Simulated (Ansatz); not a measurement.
**BNHS (quartet): wave-function methods side by side at a displaced geometry (v2), cc-pVDZ**

The task here is to estimate one member of a computed series from the others.

The runs use Ansatz 0.2.0, Gaussian basis; cc-pVDZ, core rule «outside noble gas», up to 7 orbitals frozen.

The runs, in order: UHF; CCSD(T) on ROHF; CCSD(T) on UHF; BCCD(T) on ROHF; CISD as a restricted active space (open shells left free, so some higher excitations enter); CCSDT(Q) on ROHF; CCSDT(Q) on UHF.

32 further runs of the same task are left out: 6 for a known fault of the program, 14 that didn't finish, 12 set aside as unsound or not needed. Runs told in other sessions of the task aren't counted.

### What is computed

The geometry is a PBE0/def2-TZVP stationary point (not a proven minimum) with its atoms shifted at random (size 0.100 Å).

4 atoms, charge 0, spin multiplicity 4.

Atoms are counted from 1 here; the program's logs count them from 0.

Bond lengths: B1–N2 1.419 Å, B1–H4 1.186 Å, N2–S3 1.559 Å. Angles: N2–B1–H4 126.1°, B1–N2–S3 125.8°.

The first run:

The input, in.yaml:

```yaml
crystal:
  periodic: [false, false, false]
  atoms:
    - {symbol: B, position_ang: [0.088864, -0.337362, 1.725215]}
    - {symbol: N, position_ang: [-0.076010, 0.444618, 0.552908]}
    - {symbol: S, position_ang: [0.000610, -0.082566, -0.912469]}
    - {symbol: H, position_ang: [0.083719, 0.066545, 2.840052]}
basis:
  gaussian: {orbitals: cc-pVDZ}
magnetization: {spin_polarized: true, initial_magnetization: 3}
hamiltonian: {xc: hf}
output: {orbitals: {seedname: orbitals}}
```

Started as:

```
$ ansatz run in.yaml --threads 1 --pin off --events-out ev --progress --plain --max-ram 2393MiB
```

Among the steps run: UHF; CCSD(T) on ROHF; CCSD(T) on UHF; BCCD(T) on ROHF; CISD as a restricted active space (open shells left free, so some higher excitations enter); CCSDT(Q) on ROHF; CCSDT(Q) on UHF.

One table of the session follows, with a row left open; its other results are not shown here.

It belongs to the step «Misses and costs». 

```
   method  from UCCSDT(Q) (meV)
     ROHF              +10419.8
      UHF              +10084.6
     RMP2                +988.2
     UMP2               +1178.5
     CISD                     ?
    RCCSD                +449.9
    UCCSD                +432.1
 RCCSD(T)                 +62.4
 UCCSD(T)                 +65.5
  BCCD(T)                 +61.4
   RCCSDT                 +42.9
   UCCSDT                 +40.2
RCCSDT(Q)                  +1.9
UCCSDT(Q)                     0
```

**Question.** Estimate the row for CISD.

As computed: from UCCSDT(Q) (meV): +1419.0. In the column «from UCCSDT(Q) (meV)» it lies between UMP2 (+1178.5) and UHF (+10084.6).

Caveats from the session: Restricted and unrestricted rows rest on different reference determinants; a gap between their highest levels can come from leftover correlation error, from unlike frozen cores or from another state.
